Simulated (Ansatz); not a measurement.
in.yaml

```yaml
crystal:
  periodic: [false, false, false]
  atoms:
    - {symbol: Se, position_ang: [0.000000, 0.000000, 0.000000]}
    - {symbol: Li, position_ang: [0.000000, 0.000000, 2.031000]}
basis:
  gaussian: {orbitals: x2c-TZVPPall}
total_charge: 1
magnetization: {spin_polarized: false}
correlation: {method: ccsdt_q, electrons: outside_noble_gas}
output: {forces: true}
```

```sh
$ ansatz run in.yaml --threads 1 --pin off --events-out ev --progress --plain --max-ram 2393MiB
```

Log:

```
787 factors; integrals over basis functions are off by at most 1.8e-7 eV
mean field evaluation 1: about -66265.8543 eV, gradient 1.6e1 eV
mean field evaluation 2: about -66265.8722 eV, gradient 1.6e1 eV
mean field evaluation 4: about -66266.2974 eV, gradient 7.1e-1 eV
mean field evaluation 8: about -66266.2993 eV, gradient 1.2e-3 eV
mean field evaluation 16: about -66266.2967 eV, gradient 7.9e-1 eV
mean field evaluation 32: about -66265.8737 eV, gradient 1.6e1 eV
mean field evaluation 64: about -66266.2975 eV, gradient 7.0e-1 eV
mean field -66266.29928845 eV, -2435.2415819397 hartree, gradient 9.4e-7 eV, S^2 0.000000; 3 other end points of the search recorded, 0 dependent functions left out; unrestricted orbitals would lower it
mean field evaluation 96: about -66267.9231 eV, gradient 2.5e-4 eV
determinant -66266.29928845 eV, -2435.2415819397 hartree, with singles and doubles -66270.26150785 eV, -2435.3871908170 hartree
determinant -66264.76225015 eV, -2435.1850968238 hartree, with singles and doubles -66269.18655975 eV, -2435.3476872028 hartree
unrestricted determinant -66267.92306301 eV, -2435.3012545542 hartree, S^2 1.0228
15 core orbitals not correlated: weight in the atoms' cores, before any rotation towards them, 1.000 or more for the frozen orbitals, at most 0.000 for the correlated occupied ones
reference -66266.29928845 eV, -2435.2415819397 hartree; 3, 3 occupied and 49, 49 virtual orbitals, 787 factors
second order -3.12698113 eV of doubles, -0.00000000 eV of singles
cycle   1  -3.60048696 eV  change   -4.7e-1 eV  update   6.6e-2
cycle   2  -3.95422278 eV  change   -3.5e-1 eV  update   4.1e-2
...
cycle  18  -4.29976686 eV  change    8.9e-6 eV  update   1.1e-5
cycle  19  -4.29976534 eV  change    1.5e-6 eV  update   4.2e-6
cycle  20  -4.29976690 eV  change   -1.6e-6 eV  update   2.0e-6
cycle  21  -4.29976433 eV  change    2.6e-6 eV  update   9.2e-7
cycle  22  -4.29976597 eV  change   -1.6e-6 eV  update   4.5e-7
cycle  23  -4.29976649 eV  change   -5.2e-7 eV  update   1.9e-7
cycle  24  -4.29976621 eV  change    2.7e-7 eV  update   1.1e-7
cycle  25  -4.29976583 eV  change    3.8e-7 eV  update   1.9e-7
cycle  26  -4.29976578 eV  change    5.1e-8 eV  update   1.6e-7
cycle  27  -4.29976576 eV  change    2.1e-8 eV  update   7.2e-8
perturbative correction -0.03042853 eV, -0.0011182279 hartree
WARN: these amplitudes may be one of several solutions (largest doubles amplitude 0.90, level shift 0.00 eV)
the calculation of the forces begins
Total energy: -66270.62948275 eV, -2435.4007136449 hartree
Relativity: scalar
Atom 0 at     0.000000     0.000000     0.000000 Å, force    -0.000000    -0.000000    -4.125086 eV/Å
Atom 1 at     0.000000     0.000000     2.031000 Å, force    -0.000000     0.000000     4.125085 eV/Å
Dipole moment:    -0.000000    -0.000000     1.417003 e Å
```

Forces (eV/Å):
```
Se   0.000  0.000 -4.125
Li   0.000  0.000  4.125
```

Ran on 1 thread of Arm Neoverse V1, shared host: 78 s wall, 1 GiB peak host memory.
